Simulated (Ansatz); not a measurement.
# A ladder of methods for SiH4O2 (SMILES O[SiH2]O)

SiH4O2: 7 atoms, total charge 0, spin state singlet. As SMILES, `O[SiH2]O`. Geometry: optimised at wB97X-V/def2-SVP. This is one conformer, not always the lowest.

```xyz
7

O    -1.3997   -0.2542   -0.3574
Si    0.0520    0.4274    0.0802
O     1.2856   -0.6824    0.1817
H    -1.4625   -0.6131   -1.2493
H     0.5203    1.4052   -0.9360
H    -0.2204    1.0574    1.3981
H     1.2246   -1.3404    0.8827
```

Each level gives the dissociation energy of the Si2–O1 bond into doublet SiH3O and doublet OH (shapes relaxed at wB97X-V/def2-SVP, no zero-point term) (eV). The values are calculated.

```json
{"level": "HF/def2-TZVP", "kind": "Hartree–Fock", "program": "Ansatz", "value (eV)": "4.42", "CPU time (all runs)": "0.99 s"}
{"level": "SVWN5/def2-TZVP", "kind": "LDA", "program": "Ansatz", "value (eV)": "6.54", "CPU time (all runs)": "1.2 s"}
{"level": "PBE/def2-TZVP", "kind": "GGA", "program": "Ansatz", "value (eV)": "5.66", "CPU time (all runs)": "2.2 s"}
{"level": "PBE0-D4/def2-TZVP", "kind": "global hybrid", "program": "Ansatz", "value (eV)": "5.63", "CPU time (all runs)": "2.3 s"}
{"level": "CAM-B3LYP/def2-TZVP", "kind": "range-separated hybrid", "program": "Ansatz", "value (eV)": "5.74", "CPU time (all runs)": "3 s"}
{"level": "wB97M-V/def2-TZVP", "kind": "range-separated hybrid", "program": "Ansatz", "value (eV)": "5.90", "CPU time (all runs)": "9.2 s"}
{"level": "B2PLYP/def2-TZVP", "kind": "double hybrid", "program": "Ansatz", "value (eV)": "5.75", "CPU time (all runs)": "4.2 s"}
{"level": "RPA@PBE/def2-TZVP", "kind": "RPA", "program": "Ansatz", "value (eV)": "5.43", "CPU time (all runs)": "4 s"}
{"level": "MP2/def2-TZVP", "kind": "perturbation theory", "program": "Ansatz", "value (eV)": "6.09", "CPU time (all runs)": "1.6 s"}
```

The values span 4.42 to 6.54 eV. Hartree–Fock misses the correlation of the electron pair that is broken and comes out low. Measured bond enthalpies also hold zero-point and thermal terms, a few tenths of an eV less. Times are those of the runs behind each value, whatever else they computed, on shared processors of several kinds: orders of magnitude only.
